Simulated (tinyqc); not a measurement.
Worked calculation: CIS on RHF in the sto-6g basis, frozen core, for LiH, spin multiplicity 1. One step of it, computed by the program tinyqc.

Task: CIS matrix, triplets. A(ia,jb) = (e_a - e_i) d_ij d_ab - (ij|ab).

orbital energies (hartree): MO1 -2.386606, MO2 -0.288386, MO3 0.078838, MO4 0.162666, MO5 0.162666, MO6 0.555955

Two-electron integrals over orbitals (pq|rs), unique and non-zero (hartree); the lowest 1 orbital is frozen and left out:
```
(22|22) 0.492273    (32|22) -0.046580   (32|32) 0.011951    (33|22) 0.223626
(33|32) 0.006879    (33|33) 0.339745    (42|42) 0.023192    (43|42) 0.019004
(43|43) 0.041392    (44|22) 0.271554    (44|32) 0.005403    (44|33) 0.282600
(44|44) 0.313125    (52|52) 0.023192    (53|52) 0.019004    (53|53) 0.041392
(54|54) 0.016875    (55|22) 0.271554    (55|32) 0.005403    (55|33) 0.282600
(55|44) 0.279374    (55|55) 0.313125    (62|22) 0.129916    (62|32) -0.033178
(62|33) -0.012696   (62|44) -0.015025   (62|55) -0.015025   (62|62) 0.124912
(63|22) -0.049991   (63|32) 0.008161    (63|33) 0.035524    (63|44) 0.001393
(63|55) 0.001393    (63|62) -0.030238   (63|63) 0.025214    (64|42) -0.019614
(64|43) -0.014087   (64|64) 0.020002    (65|52) -0.019614   (65|53) -0.014087
(65|65) 0.020002    (66|22) 0.457455    (66|32) -0.041299   (66|33) 0.241258
(66|44) 0.269248    (66|55) 0.269248    (66|62) 0.136749    (66|63) -0.042657
(66|66) 0.456669
```

Give: CIS matrix A, triplet.

Result:

CIS matrix A, triplet (hartree), lower triangle:
```
        2>3     2>4     2>5     2>6
2>3  0.1436
2>4  0.0000  0.1795
2>5  0.0000  0.0000  0.1795
2>6  0.0500  0.0000  0.0000  0.3869
```
